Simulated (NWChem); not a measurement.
**NS (Mononitrogen monosulfide) at 6 levels**

Aim: a comparison of 6 runs (UHF/def2-SVP, UM06-2X/STO-3G, UB3LYP/6-31G*, UM06-2X/cc-pVTZ, UMP2/def2-SVP, UCCSD(T)/6-31+G*) of NS (Mononitrogen monosulfide). 

The calculation is run with NWChem 7.3.0.

4 further runs of the same task are left out: 4 set aside as unsound or not needed.

## (1) Starting point

The species is NS (2 atoms), meant as a doublet with charge 0. SMILES: `[N]=S`. The coordinates come from a PBE0-D4/def2-TZVP relaxation.

Bond lengths: N1–S2 1.486 Å.

## (2) Energy and gradient at UHF/def2-SVP (run 1)

File ns.xyz:

```xyz
2
NS
N      0.000000     0.000000    -0.011220
S      0.000000     0.000000     1.474400
```

File run.py:

```python
from ase.io import read
from ase.calculators.nwchem import NWChem

molecule = read('ns.xyz')

calc = NWChem(
    label='ns',
    theory='scf',
    memory='2200 mb',
    basis='def2-SVP',
    basispar='spherical bse',
    scf={'nopen': '1', 'uhf': None, 'thresh': '1e-08', 'maxiter': '80'},
)
molecule.calc = calc

forces = molecule.get_forces()
e = molecule.get_potential_energy()
print(f"E = {e:.6f} eV")
print("forces (eV/A):")
for s, f in zip(molecule.symbols, forces):
    print(f"{s:2s} {f[0]:10.5f} {f[1]:10.5f} {f[2]:10.5f}")
```

On the command line:

```sh
export ASE_NWCHEM_COMMAND="nwchem PREFIX.nwi > PREFIX.nwo"
python run.py
```

Output:

```text
E = -12292.416339 eV
forces (eV/A):
N    -0.00000   -0.00000   -2.29142
S     0.00000    0.00000    2.29142
```

The calculator wrote ns.nwi:

```
title "ns"

permanent_dir ns

scratch_dir ns

start ns

geometry units angstrom nocenter noautosym noautoz
  N  0.0000000000000000e+00 0.0000000000000000e+00 -1.1220000000000001e-02
  S  0.0000000000000000e+00 0.0000000000000000e+00 1.4743999999999999e+00
end

memory 2200 mb

basis spherical bse noprint
   * library def2-SVP
end

scf
  nopen 1
  uhf
  thresh 1e-08
  maxiter 80
end

task scf gradient
```

ns.nwo:

```text
Northwest Computational Chemistry Package (NWChem) 7.3.0
             --------------------------------------------------------

           Job information
           ---------------

    nwchem branch   = 7.3.0
    use scalapack   = T
    input           = ns.nwi
    prefix          = ns.
    data base       = ns/ns.db
    status          = startup
    nproc           =        1

           Memory information
           ------------------

    heap     =     72089600 doubles =      550.0 Mbytes
    stack    =     72089597 doubles =      550.0 Mbytes
    global   =    144179200 doubles =     1100.0 Mbytes (distinct from heap & stack)
    total    =    288358397 doubles =     2200.0 Mbytes
    verify   = yes
    hardfail = no

[... 101 lines left out ...]
 Convergence threshold     :          1.000E-08
[... 19 lines left out ...]
       Final UHF  results
[... 3 lines left out ...]
      One electron energy =   -702.124045607229
[... 1 line left out ...]
 Nuclear repulsion energy =     39.894355143284
[... 34 lines left out ...]
          Final beta eigenvalues
[... 188 lines left out ...]
                     UHF Final Beta Molecular Orbital Analysis
[... 216 lines left out ...]
                              NWChem Gradients Module
                              -----------------------

                                        ns

  wavefunction    =   UHF

                         UHF ENERGY GRADIENTS

    atom               coordinates                        gradient
                 x          y          z           x          y          z
   1 N       0.000000   0.000000  -0.021203    0.000000   0.000000   0.044561
   2 S       0.000000   0.000000   2.786212   -0.000000  -0.000000  -0.044561

                 ----------------------------------------
                 |  Time  |  1-e(secs)   |  2-e(secs)   |
                 ----------------------------------------
                 |  CPU   |       0.00   |       0.14   |
                 ----------------------------------------
                 |  WALL  |       0.00   |       0.14   |
                 ----------------------------------------

 Task  times  cpu:        1.9s     wall:        1.9s
 Total times  cpu:        1.9s     wall:        1.9s
```

Run time: 2.9 s. Hardware: 1 thread of AMD EPYC 9R45 (Zen 5), shared host; peak memory 0.099 GiB.

## (3) Energy and forces at UM06-2X/STO-3G (run 2)

File mol.nw:

```
start mol
title "NS M06-2X"
memory total 2200 mb

geometry noautosym nocenter noautoz
  N      0.000000     0.000000    -0.011220
  S      0.000000     0.000000     1.474400
end

basis spherical bse
  * library STO-3G
end

dft
  xc m06-2x
  mult 2
  grid xfine
  convergence energy 1e-08
  iterations 100
  mulliken
  print low
end

task dft gradient
```

On the command line:

```sh
nwchem mol.nw > mol.out
```

Output:

```text
[...]
 d= 0,ls=0.0,diis     1   -447.7003845176 -4.88D+02  2.56D-02  2.57D-02     0.2
[...]
 d= 0,ls=0.0,diis    12   -447.7258229017 -5.23D-09  3.64D-06  9.23D-11     1.9
[...]
         Total DFT energy =     -447.725822901706
      One electron energy =     -699.417719943918
           Coulomb energy =      244.484838328565
    Exchange-Corr. energy =      -32.687296429639
 Nuclear repulsion energy =       39.894355143284
[...]
      Total Density - Mulliken Population Analysis
     ---------------------------------------------
    Atom       Charge   Shell Charges
 -----------   ------   -------------------------------------------------------
    1 N    7     7.29   2.00  1.91  3.38
    2 S   16    15.71   2.00  2.00  5.96  1.87  3.88
[...]
      <S2> =      0.7607 (Exact =     0.7500)
                         DFT ENERGY GRADIENTS
    atom               coordinates                        gradient
                 x          y          z           x          y          z
   1 N       0.000000   0.000000  -0.021203    0.000000   0.000000   0.111477
   2 S       0.000000   0.000000   2.786212   -0.000000  -0.000000  -0.111477
 Task  times  cpu:        2.0s     wall:        2.0s
 Total times  cpu:        2.1s     wall:        2.1s
```

Wall time 2.6 s (1 thread of AMD EPYC 9R45 (Zen 5), shared host); peak memory 0.11 GiB.

Runs 3 to 4 aren't shown in full; the table further down has their settings and results.

## (4) Energy and gradient at UMP2/def2-SVP (run 5)

File a.nw:

```
start a
title "NS mp2"
memory stack 880 mb heap 220 mb global 1100 mb
geometry units au noautosym nocenter noautoz
 N   0.00000000  0.00000000 -0.02120273
 S   0.00000000  0.00000000  2.78621220
end
basis spherical bse
 N library def2-SVP
 S library def2-SVP
end
scf
 nopen 1
 uhf
 thresh 1e-08
 maxiter 80
 noprint "final vectors analysis"
end
mp2
 freeze core 6
 tight
end
task mp2 gradient
```

On the command line:

```sh
nwchem a.nw > a.out
```

Output:

```text
[...]
  functions       =    32
[...]
  wavefunction    = UHF
[...]
         Total SCF energy =   -451.737972031353
      One electron energy =   -702.124039826004
      Two electron energy =    210.491715590718
 Nuclear repulsion energy =     39.894352203933
                       Sz =      0.5000
                 Sz(Sz+1) =      0.7500
                      S^2 =      1.1421
[...]
          Total MP2 energy          -451.976805341322
[...]
                         mp2 ENERGY GRADIENTS
    atom               coordinates                        gradient
                 x          y          z           x          y          z
   1 N       0.000000   0.000000  -0.021203   -0.000000   0.000000  -0.048742
   2 S       0.000000   0.000000   2.786212    0.000000  -0.000000   0.048742
[...]
```

It took 3.6 s on 1 thread of AMD EPYC 9R45 (Zen 5), shared host; peak memory 0.1 GiB.

## (5) The energy at UCCSD(T)/6-31+G(d) (spherical functions) (run 6)

File job.nw:

```
START job
TITLE "NS"
memory 2200 mb
charge 0
GEOMETRY units angstrom noautosym nocenter noautoz
N     0.000000    0.000000   -0.011220
S     0.000000    0.000000    1.474400
END
BASIS spherical bse
* library 6-31+G*
END
SCF
doublet
uhf
thresh 1e-08
maxiter 80
END
TCE
scf
ccsd(t)
freeze core 6
maxiter 60
END
TASK tce
```

On the command line:

```sh
nwchem job.nw > job.out
```

Output:

```text
[...]
  functions       =    40
[...]
  wavefunction    = UHF
[...]
         Total SCF energy =   -451.896518276356
      One electron energy =   -702.229023373565
      Two electron energy =    210.438149953924
 Nuclear repulsion energy =     39.894355143284
                       Sz =      0.5000
                 Sz(Sz+1) =      0.7500
                      S^2 =      1.1450
[...]
         Wavefunction type : Unrestricted Hartree-Fock
          No. of electrons :    23
[...]
         Spin multiplicity : doublet
[...]
 CCSD total energy / hartree       =      -452.177184143111731
[...]
 CCSD[T] total energy / hartree       =      -452.192335222504539
[...]
 CCSD(T) total energy / hartree       =      -452.189470208747423
[...]
```

Wall time 6.9 s (1 thread of AMD EPYC 9R45 (Zen 5), shared host); peak memory 0.15 GiB.

## (6) Overview of the runs

```csv
run,level,iteration cap,module,energy (Eh),dipole moment (D),HOMO energy (eV),LUMO energy (eV),wall time
1,UHF/def2-SVP,80,scf,-451.737972,1.64,-9.68,0.67,2.9 s
2,UM06-2X/STO-3G,100,dft,-447.725823,–,–,–,2.6 s
3,UB3LYP/6-31G* (Cartesian functions),100,dft,-452.857769,1.73,-5.78,-3.56,4.5 s
4,UM06-2X/cc-pVTZ,100,dft,-452.859118,1.90,-7.38,-2.45,23 s
5,UMP2/def2-SVP,80,mp2,-451.976805,2.04,–,–,3.6 s
6,UCCSD(T)/6-31+G* (spherical functions),80,tce,-452.189470,–,-9.71,0.09,6.9 s
```

## (7) What came out

```
                                                         quantity          value
                                              run 6: total energy  -452.18947 Eh
run 6: HOMO energy (Hartree–Fock orbitals) (highest over α and β)       -9.71 eV
 run 6: LUMO energy (Hartree–Fock orbitals) (lowest over α and β)        0.09 eV
               run 6: correlation energy (6 core orbitals frozen)     -293.0 mEh
                                            run 6: (T) correction     -12.29 mEh
                         run 6: ⟨S²⟩ of the reference determinant          1.145
```

Over runs 1, 3, 4, 5 the dipole moment (its size) runs from 1.64 D (UHF/def2-SVP) to 2.04 D (UMP2/def2-SVP). Totals of different functionals can't be ranked against each other. In run 2 the basis is minimal, so the values are rough. Spin contamination of the reference: run 6 ⟨S²⟩ = 1.15, run 1 ⟨S²⟩ = 1.14, run 5 ⟨S²⟩ = 1.14. All runs together took 43 s, the longest 23 s.
